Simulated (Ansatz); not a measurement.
Input file for `C#CC(C)OC`:

```yaml
crystal:
  periodic: [false, false, false]
  atoms:
    - {symbol: C, position_ang: [-2.407608, 0.075949, 0.433513]}
    - {symbol: C, position_ang: [-1.284587, -0.007545, 0.017941]}
    - {symbol: C, position_ang: [0.087155, -0.103618, -0.493370]}
    - {symbol: C, position_ang: [0.296218, 0.800419, -1.692457]}
    - {symbol: O, position_ang: [1.040953, 0.255070, 0.479145]}
    - {symbol: C, position_ang: [1.072043, -0.612099, 1.583626]}
    - {symbol: H, position_ang: [-3.403523, 0.153925, 0.801149]}
    - {symbol: H, position_ang: [0.255120, -1.151182, -0.794331]}
    - {symbol: H, position_ang: [-0.404837, 0.545514, -2.487924]}
    - {symbol: H, position_ang: [0.138916, 1.840480, -1.404479]}
    - {symbol: H, position_ang: [1.316462, 0.684516, -2.060584]}
    - {symbol: H, position_ang: [1.867647, -0.262738, 2.241166]}
    - {symbol: H, position_ang: [0.122339, -0.604192, 2.131193]}
    - {symbol: H, position_ang: [1.290801, -1.643601, 1.274211]}
basis:
  gaussian: {orbitals: def2-TZVPP}
correlation: {method: ccsd_t}
```

```sh
$ ansatz run in.yaml --threads 4 --pin off --events-out ev --progress --plain --max-ram 10444MiB
```

Log, shortened:

```
Functional definition: HF
  name "HF"
  cite "Fock, Z. Phys. 61, 126 (1930) doi:10.1007/BF01340294"
  parent pbe
  exchange = exact_x
  correlation = 0
1772 factors; integrals over basis functions are off by at most 9.6e-4 eV
mean field evaluation 1: about -7312.2922 eV, gradient 3.9e1 eV
mean field evaluation 2: about -7312.6925 eV, gradient 3.9e1 eV
mean field evaluation 4: about -7316.6066 eV, gradient 5.3e0 eV
mean field evaluation 8: about -7316.6733 eV, gradient 2.4e-1 eV
mean field -7316.67348212 eV, -268.8827910484 hartree, gradient 2.1e-6 eV, S^2 0.000000; 0 other end points of the search recorded, 0 dependent functions left out
6 core orbitals not correlated: weight in the atoms' cores, before any rotation towards them, 1.000 or more for the frozen orbitals, at most 0.000 for the correlated occupied ones
reference -7316.67348212 eV, -268.8827910484 hartree; 17, 17 occupied and 275, 275 virtual orbitals, 1772 factors
second order -28.78130873 eV of doubles, -0.00000000 eV of singles
cycle   1  -28.98191210 eV  change   -2.0e-1 eV  update   1.2e-1
cycle   2  -29.71749284 eV  change   -7.4e-1 eV  update   3.5e-2
cycle   3  -29.88011076 eV  change   -1.6e-1 eV  update   1.6e-2
cycle   4  -29.87639350 eV  change    3.7e-3 eV  update   4.6e-3
cycle   5  -29.87773682 eV  change   -1.3e-3 eV  update   2.0e-3
cycle   6  -29.87927083 eV  change   -1.5e-3 eV  update   5.7e-4
cycle   7  -29.87924340 eV  change    2.7e-5 eV  update   2.2e-4
cycle   8  -29.87921321 eV  change    3.0e-5 eV  update   6.0e-5
cycle   9  -29.87923948 eV  change   -2.6e-5 eV  update   2.6e-5
perturbative correction -1.30231950 eV, -0.0478593587 hartree
Total energy: -7347.85504109 eV, -270.0286922051 hartree
```

Hardware: 4 threads of an Arm Neoverse V1 on a shared host. Wall time 19 min, peak host memory 4.1 GiB.

MP2 recovers 92.3 % of the CCSD(T) correlation energy and the triples give 4.2 %; T1 = 0.0112.
